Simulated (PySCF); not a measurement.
Species: quinoxaline, C₈H₆N₂.
SMILES: `C1=CC=C2N=CC=NC2=C1`

The closed-shell ground state was solved at several levels (PySCF, density fitting, gas phase, non-relativistic). Geometry: PBE0-D3(BJ)/def2-SVP; no solvent, vibrations or thermal averaging.

| level | basis functions | HOMO (eV) | LUMO (eV) | gap (eV) | dipole (D) |
| --- | --- | --- | --- | --- | --- |
| wB97X-D/pcSseg-1 | 200 | -8.98 | -0.47 | 8.51 | 0.42 |
| PBE0/pcSseg-1 | 200 | -7.26 | -2.13 | 5.13 | 0.48 |
| B3LYP/def2-SVPD | 248 | -7.03 | -2.33 | 4.70 | 0.57 |

Task: What might B3LYP/pcJ-1 (330 basis functions) give for the same quantities?

Result: HOMO -7.00 eV, LUMO -2.26 eV, gap 4.74 eV, dipole 0.52 D.

Task: Over all these levels, which gives the widest orbital gap and which the narrowest?

Result: wB97X-D/pcSseg-1 (range-separated hybrid) has the widest, 8.51 eV, and B3LYP/def2-SVPD (global hybrid, 20 % exact exchange) the narrowest, 4.70 eV. Functional and basis both differ between the two, so the spread mixes both effects.

Task: How far do the dipole and the HOMO energy spread over the levels?

Result: The dipole runs from 0.42 to 0.57 D (mean 0.50 D) and the HOMO from -8.98 to -7.00 eV.
